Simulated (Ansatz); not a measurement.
We consider fluorite CdF2, described by B3LYP (VWN-RPA form) (Ansatz, an electronic-structure program, PAW).

Run with plane-wave cutoff 520 eV, 8×8×8 k mesh, scalar-relativistic PAW data made under PBE.

Cell (relaxed at this level):

```xyz
3
Lattice="0.0000 2.7303 2.7303 2.7303 0.0000 2.7303 2.7303 2.7303 0.0000" Properties=species:S:1:pos:R:3 pbc="T T T"
Cd     0.0000     0.0000     0.0000
F      1.3652     1.3652     1.3652
F      4.0955     4.0955     4.0955
```

Question: Predict the elastic constant C44, elastic constant C12, polycrystal shear modulus (Hill average) and elastic constant C11.

Answer: 
- elastic constant C44: 18.6 GPa
- elastic constant C12: 62.3 GPa
- polycrystal shear modulus (Hill average): 29.7 GPa
- elastic constant C11: 176 GPa

Elastic constants are with the ions relaxed.

Computing time: roughly 40 core-minutes.
